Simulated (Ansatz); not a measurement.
**CCSDT/STO-3G run of C2Si**

Aim: the energy change on altering one bond length of C2Si at CCSDT/STO-3G, from 2 runs. 

The calculation is run with Ansatz 0.2.0.

53 further runs of the same task are left out: 16 that didn't finish, 37 set aside as unsound or not needed.

### Step 1. The molecule

The species is C2Si (3 atoms), meant as a singlet with charge 0. Geometry: relaxed at GFN2-xTB.

Bond lengths: C1–C2 1.259 Å, C2–Si3 1.781 Å. Angles: C1–C2–Si3 180.0°.

### Step 2. A single-point energy at CCSDT/STO-3G

Contents of input.yaml:

```yaml
basis:
  gaussian:
    orbitals: STO-3G
crystal:
  periodic: [false, false, false]
  atoms:
    - symbol: C
      position_ang: [-1.111830, 0.737510, -0.522770]
    - symbol: C
      position_ang: [-0.135170, 0.089220, -0.063600]
    - symbol: Si
      position_ang: [1.247000, -0.826740, 0.586370]
scf:
  omitted_lower_state_checks: [cluster_reference, increment]
accuracy: high
correlation:
  method: ccsdt
  frozen_orbitals: {C: 1, Si: 5}
```

Command:

```console
ansatz run input.yaml --threads 1 --pin off --max-ram 2610MiB --events-out events.jsonl --progress --plain --runs-dir runs
```

Output, cut to the lines that bear on the results:

```text
Warning: RAYON_NUM_THREADS=1 ignored (pool sized by the plan → 1); use --threads N
Functional definition: HF
  name "HF"
[...]
326 factors; integrals over basis functions are off by at most 1.6e-8 eV
[...]
mean field -9800.79037228 eV, -360.1724029669 hartree, gradient 6.9e-8 eV, S^2 0.000000; 0 other end points of the search recorded, 0 dependent functions left out
7 core orbitals not correlated: weight in the atoms' cores, before any rotation towards them, 1.000 or more for the frozen orbitals, at most 0.000 for the correlated occupied ones
reference -9800.79037228 eV, -360.1724029669 hartree; 6, 6 occupied and 6, 6 virtual orbitals, 326 factors
second order -4.81572667 eV of doubles, -0.00000000 eV of singles
cycle   1  -4.56809239 eV  change    2.5e-1 eV  update   1.7e-1
[...]
cycle  32  -5.52485049 eV  change  -6.5e-10 eV  update   1.3e-9
Total energy: -9806.31522276 eV, -360.3754374774 hartree
Checks for a lower state left out: cluster_reference, increment
```

Wall time 0.34 s (1 thread of Arm Neoverse V2, shared host).

### Step 3. The distorted shape, same level

Contents of in.yaml:

```yaml
crystal:
  periodic: [false, false, false]
  atoms:
    - {symbol: C, position_ang: [-1.457367, 0.966497, -0.685260]}
    - {symbol: C, position_ang: [-0.480707, 0.318207, -0.226090]}
    - {symbol: Si, position_ang: [1.247000, -0.826740, 0.586370]}
basis:
  gaussian:
    orbitals: STO-3G
scf:
  omitted_lower_state_checks: [cluster_reference, increment]
accuracy: high
correlation:
  method: ccsdt
  frozen_orbitals: {C: 1, Si: 5}
```

Command:

```console
ansatz run in.yaml --threads 1 --pin off --max-ram 2610MiB --events-out events.jsonl --progress --plain --runs-dir runs
```

Output:

```text
Warning: RAYON_NUM_THREADS=1 ignored (pool sized by the plan → 1); use --threads N
[... 13 lines left out ...]
7 core orbitals not correlated: weight in the atoms' cores, before any rotation towards them, 1.000 or more for the frozen orbitals, at most 0.000 for the correlated occupied ones
[... 66 lines left out ...]
Total energy: -9803.64929789 eV, -360.2774665451 hartree
Checks for a lower state left out: cluster_reference, increment
```

Wall time 0.46 s (1 thread of Arm Neoverse V2, shared host).

### Step 4. Results

At CCSDT/STO-3G, 7 core orbitals frozen:

| quantity | value |
| --- | --- |
| first shape: total energy | -360.37544 Eh |
| first shape: correlation energy (7 core orbitals frozen) | -203.0 mEh |
| first shape: T1 diagnostic | 0.029 |
| distorted shape: total energy | -360.27747 Eh |
| distorted shape: correlation energy (7 core orbitals frozen) | -244.8 mEh |
| distorted shape: T1 diagnostic | 0.089 |
| energy change with the C2–Si3 bond stretched from 1.781 to 2.226 Å | 2.666 eV |

**Reading.** With the C2–Si3 bond stretched from 1.781 to 2.226 Å the energy rises by 2.67 eV (257 kJ/mol). The first shape isn't relaxed at this level, so the change isn't measured from a minimum. The minimal basis adds a large error of its own. The T1 diagnostic (first shape) of 0.029 is above the customary mark for such species, so a single reference may not serve. The T1 diagnostic (distorted shape) of 0.089 is above the customary mark for such species, so a single reference may not serve. The restricted solution (distorted shape) is unstable to spin breaking: an unrestricted one lies lower.
